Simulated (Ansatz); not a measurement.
Predict the output of the script below (the Python package of Ansatz (0.2.0)).

The script, `run_methods.py`:
```python
"""One geometry of CH6NSi, method by method."""

import ansatz


def main() -> None:
    system = (
        ansatz.Crystal.molecule()
        .atom("C", (-0.8821, 0.5379, -1.0451))
        .atom("Si", (0.533, 0.1161, -0.1393))
        .atom("N", (0.0496, -1.0423, 0.9894))
        .atom("H", (-1.4777, -0.1779, -1.4929))
        .atom("H", (-1.1714, 1.6194, -1.2098))
        .atom("H", (1.0711, 1.2735, 0.6293))
        .atom("H", (1.6037, -0.474, -0.9932))
        .atom("H", (0.9349, -1.2871, 1.5464))
        .atom("H", (-0.5726, -0.6119, 1.6982))
    )

    calc = (
        system.calculation()
        .basis(gaussian="cc-pVDZ")
        .spin("collinear", total=1)
    )

    methods = ["mp2", "ccsd", "ccsd_t"]
    batch = ansatz.Session.batch([calc.correlation(m).input() for m in methods])
    reports = sorted(batch.plan().execute().molecular_reports, key=lambda each: each["member"])
    print(f"Hartree-Fock reference {reports[0]['reference_energy_ev'] / 27.211386246:.6f} Ha")
    best = reports[-1]["free_energy_ev"] - reports[-1]["reference_energy_ev"]
    for method, each in zip(methods, reports):
        gained = each["free_energy_ev"] - each["reference_energy_ev"]
        print(f"{method:8s} total {each['free_energy_ev'] / 27.211386246:.6f} Ha  correlation {gained:9.4f} eV  ({100 * gained / best:.1f} % of the last)")


if __name__ == "__main__":
    main()
```

Output of `python run_methods.py`:
```text
Hartree-Fock reference -384.703082 Ha
mp2      total -385.095389 Ha  correlation  -10.6752 eV  (87.2 % of the last)
ccsd     total -385.142477 Ha  correlation  -11.9565 eV  (97.6 % of the last)
ccsd_t   total -385.153053 Ha  correlation  -12.2443 eV  (100.0 % of the last)
```

Notes:
- Total energies depend on the basis set; only differences at equal settings carry meaning.
- The geometry is a force-field or estimated start, not a minimum of this method, and the basis set is short of its limit. A lower total doesn't mark the better method: functionals have no common bound, and MP2 and coupled cluster aren't variational.
- The species is open-shell (spin multiplicity 2).
- Inner cores stay frozen, so this is valence correlation.
- For Al to Cl the sets with a tight d function, cc-pV(X+d)Z, are usual.

(Lines on the test bed's own set-up are left out of the output.)
